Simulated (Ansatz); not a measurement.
A calculation with Ansatz (development build ahead of 0.2.0).

```yaml
crystal:
  periodic: [false, false, false]
  atoms:
    - { symbol: "N", position_ang: [0.0, 0.0, 0.0] }
    - { symbol: H, position_ang: [0.64203, 0.64203, 0.64203] }
    - { symbol: H, position_ang: [0.64203, -0.64203, -0.64203] }
    - { symbol: H, position_ang: [-0.64203, 0.64203, -0.64203] }
    - { symbol: H, position_ang: [-0.64203, -0.64203, 0.64203] }
basis:
  gaussian: { orbitals: def2-TZVP }
total_charge: 1
hamiltonian:
  xc: hf
correlation:
  method: mp2
  frozen_orbitals: { H: 0, "N": 1 }
```

The input is written out in the form of the current development build from the run's settings.

Results

```json
{"Converged": "yes", "Reference energy": "-56.53428 hartree", "Correlation energy": "-0.22723 hartree", "Total energy": "-56.76151 hartree", "Spin squared of the determinant": "0.000"}
```
